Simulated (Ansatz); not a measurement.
# NH₃+ (doublet): the correlation ladder, cc-pVTZ

How much of the correlation energy of NH₃+ (doublet) does each wave-function method recover here?

Method: cc-pVTZ, correlated electrons: outside noble gas; program: Ansatz 0.2.0, Gaussian basis.

Plan: UHF; CCSD(T) on ROHF; CCSD(T) on UHF; BCCD(T) on ROHF; CCSDT(Q) on ROHF; CCSDT(Q) on UHF; CASSCF and MRCISD+Q, 7 electrons in 7 orbitals; CASSCF and NEVPT2, 7 electrons in 7 orbitals.

## (1) What is computed

The geometry is a PBE0/def2-TZVP stationary point (not a proven minimum).

4 atoms, charge 1, spin multiplicity 2.

Atoms are counted from 1 here; the program's logs count them from 0.

Bond lengths: N1–H2 1.024 Å, N1–H3 1.024 Å, N1–H4 1.024 Å. Angles: H2–N1–H3 120.0°, H2–N1–H4 120.0°, H3–N1–H4 120.0°.

In the tables R marks a restricted open-shell determinant and U an unrestricted one; 'valence' is the active space of 7 electrons in 7 orbitals; correlation energies count from the lowest restricted Hartree-Fock solution.

## (2) UHF

in.yaml

```yaml
crystal:
  periodic: [false, false, false]
  atoms:
    - {symbol: N, position_ang: [0.000000, 0.000000, 0.000000]}
    - {symbol: H, position_ang: [1.024021, 0.013755, -0.000070]}
    - {symbol: H, position_ang: [-0.523923, 0.879946, -0.002762]}
    - {symbol: H, position_ang: [-0.500098, -0.893701, 0.002832]}
basis:
  gaussian: {orbitals: cc-pVTZ}
total_charge: 1
magnetization: {spin_polarized: true, initial_magnetization: 1}
hamiltonian: {xc: hf}
output: {orbitals: {seedname: orbitals}}
```

Command:

```
ansatz run in.yaml --threads 1 --pin off --events-out ev --progress --plain --max-ram 2393MiB
```

After this run come: CCSD(T) on ROHF; CCSD(T) on UHF; BCCD(T) on ROHF; CCSDT(Q) on ROHF; CCSDT(Q) on UHF; CASSCF and MRCISD+Q, 7 electrons in 7 orbitals; CASSCF and NEVPT2, 7 electrons in 7 orbitals.

Before running them: what should the planned runs give, taken together? Wanted: correlation energy, UCCSDT(Q); RMP2 from UCCSDT(Q); UMP2 from UCCSDT(Q); RCCSD from UCCSDT(Q); RCCSD(T) from UCCSDT(Q); UCCSD(T) from UCCSDT(Q); RCCSDT(Q) from UCCSDT(Q); NEVPT2 valence from UCCSDT(Q); MRCISD+Q valence from UCCSDT(Q).

As calculated:

| quantity | value |
| --- | --- |
| correlation energy, UCCSDT(Q) | -5.6676 eV |
| RMP2 from UCCSDT(Q) | +645.3 meV |
| UMP2 from UCCSDT(Q) | +654.7 meV |
| RCCSD from UCCSDT(Q) | +143.8 meV |
| RCCSD(T) from UCCSDT(Q) | +14.2 meV |
| UCCSD(T) from UCCSDT(Q) | +13.3 meV |
| RCCSDT(Q) from UCCSDT(Q) | +1.3 meV |
| NEVPT2 valence from UCCSDT(Q) | +676.6 meV |
| MRCISD+Q valence from UCCSDT(Q) | +18.4 meV |
| levels of the table within 1 kcal/mol (43 meV) | RCCSD(T), UCCSD(T), BCCD(T), RCCSDT, UCCSDT, RCCSDT(Q), MRCISD+Q valence |
| T1 diagnostic | 0.014 |
| effectively unpaired electrons | 1.01 |

RCCSD(T) misses by +14.2 meV, 0.2 % of the correlation energy. One determinant dominates. Of the multireference levels listed MRCISD+Q valence comes nearest in total energy (+18.4 meV), which doesn't show that its space is the better one. These misses are within one basis, not against nature; the frozen cores of restricted and unrestricted runs differ, which can shift their rows.
